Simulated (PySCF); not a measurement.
First SCF of a structure search on doublet HB(OH), at a hand-made linear (heavy-atom frame) geometry. PySCF input:

```python
from pyscf import gto, scf, dft
mol = gto.M(atom='''
B      0.000000     0.000000     0.000000
H      0.000000     0.000000     1.170000
O      0.000000     0.000000    -1.480000
H      0.735400     0.000000    -2.097100''',
    basis={'B': 'def2-TZVP', 'H': 'def2-TZVP', 'O': 'def2-TZVP'},
    charge=0, spin=1)
mf = dft.UKS(mol, xc='PBE0')
mf.grids.atom_grid = (50, 194)
aux = {'B': 'def2-universal-JKFIT', 'H': 'def2-universal-JKFIT', 'O': 'def2-universal-JKFIT'}
mf = mf.density_fit(auxbasis=aux)
mf.conv_tol = 1e-08
mf.diis_space = 10
mf.max_cycle = 60
mf.init_guess = 'minao'
mf.verbose = 4
mf.kernel()
```

Excerpt of the output (cycles alone):

```
init E= -101.076487048818
cycle= 1 E= -101.029235023417  delta_E= 0.0473  |g|= 0.431  |ddm|= 1.09
cycle= 2 E= -100.815251548433  delta_E= 0.214  |g|= 0.854  |ddm|= 0.637
cycle= 3 E= -101.099445172715  delta_E= -0.284  |g|= 0.0493  |ddm|= 0.428
cycle= 4 E= -101.10077567855  delta_E= -0.00133  |g|= 0.0151  |ddm|= 0.0662
cycle= 5 E= -101.100938755374  delta_E= -0.000163  |g|= 0.00337  |ddm|= 0.0214
cycle= 6 E= -101.100958317195  delta_E= -1.96e-05  |g|= 0.00145  |ddm|= 0.0105
cycle= 7 E= -101.100962349462  delta_E= -4.03e-06  |g|= 0.000458  |ddm|= 0.00478
cycle= 8 E= -101.100962835452  delta_E= -4.86e-07  |g|= 0.000133  |ddm|= 0.00213
cycle= 9 E= -101.100962870395  delta_E= -3.49e-08  |g|= 3e-05  |ddm|= 0.000485
cycle= 10 E= -101.100962872732  delta_E= -2.34e-09  |g|= 8.76e-06  |ddm|= 0.000151
Extra cycle  E= -101.100962872839  delta_E= -1.07e-10  |g|= 6.41e-06  |ddm|= 2.2e-05
converged SCF energy = -101.100962872839  <S^2> = 0.75737382  2S+1 = 2.0073603
```

No lower solution of this spin was found by a stability analysis within the unrestricted form.

The search for the lowest solution, with the stability check, took 2.2 s on 2 threads of a shared Arm Neoverse V2 host, with 74 basis functions; the process peaked at 0.31 GiB.
